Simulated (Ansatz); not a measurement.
A calculation with Ansatz (development build ahead of 0.2.0).

```yaml
crystal:
  periodic: [false, false, false]
  atoms:
    - { symbol: C, position_ang: [1.34178, 0.01204, -0.00542] }
    - { symbol: C, position_ang: [0.67726, 1.1575, 0.00661] }
    - { symbol: C, position_ang: [-0.70496, 1.18358, 0.04464] }
    - { symbol: C, position_ang: [-1.36019, -0.03966, 0.00622] }
    - { symbol: C, position_ang: [-0.72809, -1.20628, -0.0374] }
    - { symbol: C, position_ang: [0.70315, -1.18584, -0.04596] }
    - { symbol: H, position_ang: [1.25205, 2.15229, -0.04831] }
    - { symbol: H, position_ang: [-1.19243, 2.1631, -0.00125] }
    - { symbol: H, position_ang: [-2.49838, -0.0193, 0.0423] }
    - { symbol: H, position_ang: [-1.22563, -2.11322, -0.03319] }
    - { symbol: H, position_ang: [1.24883, -2.18368, -0.03362] }
basis:
  gaussian: { orbitals: cc-pVDZ }
magnetization:
  spin_polarized: true
  initial_magnetization: 1
hamiltonian:
  xc: hf
```

The input is written out in the form of the current development build from the run's settings.

The run gave:

```yaml
Converged: yes
Total_energy: -230.06025 hartree
Spin_squared_of_the_determinant: 1.256
```

Caution: the unrestricted determinant is spin contaminated.
